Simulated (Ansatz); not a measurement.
# CH2BN (SMILES BC#N): RPA@PBE0/def2-TZVP

What is the vertical ionisation energy of CH2BN at RPA@PBE0/def2-TZVP? 

The results are computed with Ansatz 0.2.0.

65 further runs of the same task are left out: 65 set aside as unsound or not needed. Runs told in other sessions of the task aren't counted.

## (1) The structure to begin with

CH2BN has 5 atoms, charge 0, and is taken as a singlet. SMILES: `BC#N`. The shape is that of a PBE0-D4/def2-TZVP optimisation.

Bond lengths: B1–C2 1.522 Å, C2–N3 1.154 Å, B1–H4 1.189 Å, B1–H5 1.189 Å. Angles: B1–C2–N3 180.0°, C2–B1–H4 118.9°, C2–B1–H5 118.9°, H4–B1–H5 122.2°.

## (2) The energy at RPA@PBE0/def2-TZVP

Input file run.yaml:

```yaml
crystal:
  periodic: [false, false, false]
  atoms:
    - {symbol: B, position_ang: [-0.219200, 0.441300, -0.341900]}
    - {symbol: C, position_ang: [0.352700, -0.696700, 0.490700]}
    - {symbol: N, position_ang: [0.786500, -1.559600, 1.122200]}
    - {symbol: H, position_ang: [-0.744300, 0.187400, -1.377600]}
    - {symbol: H, position_ang: [-0.125900, 1.554000, 0.065300]}
basis:
  gaussian: {orbitals: def2-TZVP}
hamiltonian: {xc: pbe0}
correlation: {method: rpa, frozen_orbitals: {B: 1, C: 1, H: 0, "N": 1}}
accuracy: high
```

On the command line:

```
ansatz run run.yaml --threads 1 --pin off --max-ram 3480MiB --events-out events.jsonl --progress --plain --runs-dir runs
```

The program printed:

```text
Warning: RAYON_NUM_THREADS=1 ignored (pool sized by the plan → 1); use --threads N
Functional definition: PBE0
  name "PBE0"
  parameter a = 0.25
  parameter kappa = 0.804
  parameter beta = 0.06672455060314922
  exchange = (1 - a)*pbe_x(kappa = kappa, mu = beta*pi^2/3) + a*exact_x
  correlation = pbe_c(beta = beta)
1710 factors; integrals over basis functions are off by at most 3.6e-9 eV
mean field evaluation 1: about -3228.7373 eV, gradient 3.6e1 eV
mean field evaluation 2: about -3228.7373 eV, gradient 3.6e1 eV
mean field evaluation 4: about -3230.6984 eV, gradient 2.0e1 eV
mean field evaluation 8: about -3231.5682 eV, gradient 1.1e-1 eV
mean field evaluation 16: about -3231.5682 eV, gradient 7.8e-7 eV
mean field -3231.56821975 eV, -118.7579416401 hartree, gradient 7.5e-8 eV, S^2 0.000000; 0 other end points of the search recorded, 0 dependent functions left out
3 core orbitals not correlated: weight in the atoms' cores, before any rotation towards them, 1.000 or more for the frozen orbitals, at most 0.000 for the correlated occupied ones
reference -3215.64059591 eV, -118.1726122602 hartree; 7, 7 occupied and 95, 95 virtual orbitals, 1710 factors
Total energy: -3232.80996603 eV, -118.8035749744 hartree
```

Run time: 8.1 s. Hardware: 1 thread of Arm Neoverse V2, shared host; peak memory 0.31 GiB.

## (3) The doublet cation, same level

Input file input.yaml:

```yaml
crystal:
  periodic: [false, false, false]
  atoms:
    - {symbol: B, position_ang: [-0.219200, 0.441300, -0.341900]}
    - {symbol: C, position_ang: [0.352700, -0.696700, 0.490700]}
    - {symbol: N, position_ang: [0.786500, -1.559600, 1.122200]}
    - {symbol: H, position_ang: [-0.744300, 0.187400, -1.377600]}
    - {symbol: H, position_ang: [-0.125900, 1.554000, 0.065300]}
basis:
  gaussian: {orbitals: def2-TZVP}
total_charge: 1
magnetization: {spin_polarized: true, initial_magnetization: 1}
hamiltonian: {xc: pbe0}
correlation: {method: rpa, frozen_orbitals: {B: 1, C: 1, H: 0, "N": 1}}
accuracy: high
```

On the command line:

```
ansatz run input.yaml --threads 1 --pin off --max-ram 3480MiB --events-out events.jsonl --progress --plain --runs-dir runs
```

The program printed, cut to the lines that bear on the results:

```text
Warning: RAYON_NUM_THREADS=1 ignored (pool sized by the plan → 1); use --threads N
Functional definition: PBE0
  name "PBE0"
[...]
1710 factors; integrals over basis functions are off by at most 3.6e-9 eV
[...]
mean field -3219.27088348 eV, -118.3060228678 hartree, gradient 7.2e-8 eV, S^2 0.761625; 6 other end points of the search recorded, 0 dependent functions left out
3 core orbitals not correlated: weight in the atoms' cores, before any rotation towards them, 1.000 or more for the frozen orbitals, at most 0.000 for the correlated occupied ones
reference -3203.84235311 eV, -117.7390348343 hartree; 7, 6 occupied and 95, 96 virtual orbitals, 1710 factors
Total energy: -3220.22131582 eV, -118.3409506119 hartree
```

It took 17 s on 1 thread of Arm Neoverse V2, shared host; peak memory 0.39 GiB.

## (4) Results

At RPA@PBE0/def2-TZVP, 3 core orbitals frozen:

| quantity | value |
| --- | --- |
| singlet CH2BN: total energy | -118.80357 Eh |
| singlet CH2BN: RPA correlation energy (valence) | -631.0 mEh |
| doublet cation: total energy | -118.34095 Eh |
| doublet cation: RPA correlation energy (valence) | -601.9 mEh |
| doublet cation: ⟨S²⟩ of the reference determinant | 0.762 |
| vertical ionisation energy (to the doublet cation) | 12.589 eV |

In words: Removing an electron at fixed nuclei costs 12.59 eV (290 kcal/mol).
